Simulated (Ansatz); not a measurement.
**CH₂N+ (SMILES C#[NH+]): one structure at several levels**

A test off equilibrium: a structure displaced at random from a GFN2-xTB minimum is computed at several levels, and each is set against CCSD(T).

Computed with Ansatz 0.2.0, Gaussian basis. Level: single points in def2-TZVPP.

Cores are frozen in the correlated methods.

### Step 1. The starting structure

SMILES `C#[NH+]`, 4 atoms, charge 1, spin multiplicity 1.

Atoms are counted from 1 here; the program's logs count them from 0.

Bond lengths: C1–N2 1.194 Å, C1–H3 1.020 Å, N2–H4 0.947 Å. Angles: N2–C1–H3 176.5°, C1–N2–H4 177.1°.

As a file:

```xyz
4

C    -0.3776   -0.3366    0.2581
N     0.4009    0.3123   -0.3732
H    -1.0572   -0.8393    0.8281
H     1.0535    0.8134   -0.8430
```

### Step 2. CCSD(T)/def2-TZVPP

The input, run/in.yaml:

```yaml
crystal:
  periodic: [false, false, false]
  atoms:
    - {symbol: C, position_ang: [-0.377600, -0.336600, 0.258100]}
    - {symbol: N, position_ang: [0.400900, 0.312300, -0.373200]}
    - {symbol: H, position_ang: [-1.057200, -0.839300, 0.828100]}
    - {symbol: H, position_ang: [1.053500, 0.813400, -0.843000]}
basis:
  gaussian: {orbitals: def2-TZVPP}
total_charge: 1
correlation: {method: ccsd_t}
output: {forces: true}
```

The command line of these runs was not kept.

### Step 3. PBE0-D4/def2-TZVPP

run/in.yaml, as its differences from that of step 2:

```diff
@@ -10,3 +10,3 @@
 total_charge: 1
-correlation: {method: ccsd_t}
-output: {forces: true}
+hamiltonian: {xc: pbe0, dispersion: d4}
+output: {forces: true, orbitals: {seedname: orbitals}}
```

### Step 4. wB97M-V/def2-TZVPP

run/in.yaml, as its differences from that of step 3:

```diff
@@ -10,3 +10,3 @@
 total_charge: 1
-hamiltonian: {xc: pbe0, dispersion: d4}
-output: {forces: true, orbitals: {seedname: orbitals}}
+hamiltonian: {xc: {name: wB97M-V}}
+output: {forces: true}
```

### Step 5. r2SCAN-D4/def2-TZVPP

run/in.yaml, as its differences from that of step 4:

```diff
@@ -10,3 +10,3 @@
 total_charge: 1
-hamiltonian: {xc: {name: wB97M-V}}
+hamiltonian: {xc: r2scan, dispersion: d4}
 output: {forces: true}
```

### Step 6. PBE-D4/def2-TZVPP

run/in.yaml, as its differences from that of step 5:

```diff
@@ -10,3 +10,3 @@
 total_charge: 1
-hamiltonian: {xc: r2scan, dispersion: d4}
+hamiltonian: {xc: pbe, dispersion: d4}
 output: {forces: true}
```

### Step 7. SPW92/def2-TZVPP

run/in.yaml, as its differences from that of step 6:

```diff
@@ -10,3 +10,3 @@
 total_charge: 1
-hamiltonian: {xc: pbe, dispersion: d4}
+hamiltonian: {xc: lda}
 output: {forces: true}
```

### Step 8. r2SCAN0-D4/def2-TZVPP

run/in.yaml, as its differences from that of step 7:

```diff
@@ -10,3 +10,3 @@
 total_charge: 1
-hamiltonian: {xc: lda}
+hamiltonian: {xc: {name: r2SCAN0}, dispersion: d4}
 output: {forces: true}
```

(Steps that only read results are left out.)

What does the calculation give? Wanted: energy less free atoms, CCSD(T)/def2-TZVPP; RMS force component; RMS force error; HOMO and LUMO, PBE0-D4; T1 diagnostic.

**Answer**, as computed:

| quantity | value |
| --- | --- |
| energy less free atoms, CCSD(T)/def2-TZVPP | -652.9 kJ/mol |
| RMS force component | 4.085 to 4.958 eV/Å over the methods |
| RMS force error | PBE0-D4 0.711, wB97M-V 0.698, r2SCAN-D4 0.513, PBE-D4 0.197, SPW92 0.572, r2SCAN0-D4 0.933 eV/Å |
| HOMO and LUMO, PBE0-D4 | -19.35 and -8.92 eV |
| T1 diagnostic | 0.017 |

What this shows: Against CCSD(T) the functionals' energies less atoms differ by -272.9 to +30.6 kJ/mol, PBE-D4 by -96.2 kJ/mol. The reference is not at the basis limit: in triple zeta CCSD(T) underbinds, which counts against methods that bind more; the gaps are no ranking. On forces the order runs from PBE-D4 to r2SCAN0-D4. Frozen-core CCSD(T) forces in triple zeta carry basis errors of their own, and this is one geometry, so small gaps rank nothing.
